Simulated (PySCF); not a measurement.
Species: N₂.
Structure used (CAM-B3LYP/6-31+G*), in Å, numbered top down from 1:
```xyz
2
N2 angstrom
N      0.551   -0.002   -0.004
N     -0.549    0.003   -0.011
```

The calculation used CAM-B3LYP/6-31+G* geometry optimisation, gas phase (PySCF).

Take the most abundant isotopes and a rigid rotor. 

**Question.** What are the moment of inertia and the rotational constant?

**Answer.** I = 8.478 u·Å², B = 505379 MHz·u·Å²/I = 59612 MHz (1.9884 cm⁻¹, or 2.861 K as hB/k). For two atoms I = μr² with μ = 7.0015 u and r = 1.1004 Å.

**Question.** List the first levels of a rigid rotor in a Σ state.

**Answer.** E(J) = BJ(J+1): J = 1: 3.977, J = 2: 11.931, J = 3: 23.861, J = 4: 39.769, J = 5: 59.653, J = 6: 83.514 cm⁻¹.

**Question.** Has it a pure rotational spectrum?

**Answer.** Not by electric dipole: D∞h allows no dipole (computed 0.00 D). Rotational Raman lines (ΔJ = 2) lie at B(4J + 6), spaced by 4B = 7.954 cm⁻¹, with nuclear-spin weights that differ between even and odd J.

**Question.** Estimate the classical rotational partition function at 25 K and 100 K.

**Answer.** Point group D∞h, symmetry number σ = 2; q = kT/(σhB), k/h = 20836.6 MHz/K: 4.4 at 25 K, 17.5 at 100 K.

No CAM-B3LYP/6-31+G* frequencies stand behind this structure, so it isn't proved a minimum. No vibrational averaging or centrifugal distortion is included, and the geometry carries the error of its method.

Time: 1.3 s wall; peak memory 0.23 GiB. Hardware: one thread of an Arm Neoverse V1, on a shared host. These figures are those of the optimisation.
